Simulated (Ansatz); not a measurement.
The input, for Ansatz 0.2.0:

```yaml
crystal:
  periodic: [false, false, false]
  atoms:
    - {symbol: Al, position_ang: [0.000000, 0.097520, 1.255606]}
    - {symbol: Al, position_ang: [0.000000, -0.014269, -1.376019]}
    - {symbol: H, position_ang: [0.000000, -0.962468, 3.177701]}
    - {symbol: H, position_ang: [0.000000, -1.266054, 0.045642]}
basis:
  gaussian: {orbitals: 6-31G}
correlation: {method: sc_nevpt2, electrons: outside_noble_gas, active_space: {window: {electrons: 2, orbitals: 2}}}
```

```sh
$ ansatz run in.yaml --threads 1 --pin off --events-out ev --progress --plain --max-ram 2393MiB
```

Output:

```
340 factors; integrals over basis functions are off by at most 1.4e-4 eV
mean field evaluation 1: about -13191.9672 eV, gradient 9.1e0 eV
mean field evaluation 2: about -13191.9690 eV, gradient 9.1e0 eV
mean field evaluation 4: about -13192.8108 eV, gradient 9.4e-1 eV
mean field evaluation 8: about -13192.8261 eV, gradient 1.3e-3 eV
mean field -13192.82607743 eV, -484.8274159267 hartree, gradient 4.4e-6 eV, S^2 0.000000; 0 other end points of the search recorded, 0 dependent functions left out; unrestricted orbitals would lower it
reference -13192.82607743 eV, -484.8274159267 hartree; 14, 14 occupied and 16, 16 virtual orbitals, 340 factors
state -13193.50811159 eV, -484.8524802198 hartree
state -13193.50811159 eV, -484.8524802198 hartree; corrected -13195.05349237 eV, -484.9092719162 hartree
state -13193.07926873 eV, -484.8367205356 hartree
state -13193.07926873 eV, -484.8367205356 hartree; corrected -13194.82407057 eV, -484.9008408203 hartree
state -13193.50811159 eV, -484.8524802198 hartree; corrected -13195.05349237 eV, -484.9092719162 hartree
Total energy: -13195.05349237 eV, -484.9092719162 hartree
```

Natural occupations: 1.9155 0.0845.

For the same geometry and basis full CI lies 853.6 meV lower.

Ran on 1 thread of Arm Neoverse V1, shared host: 0.57 s wall, 0.07 GiB peak host memory.
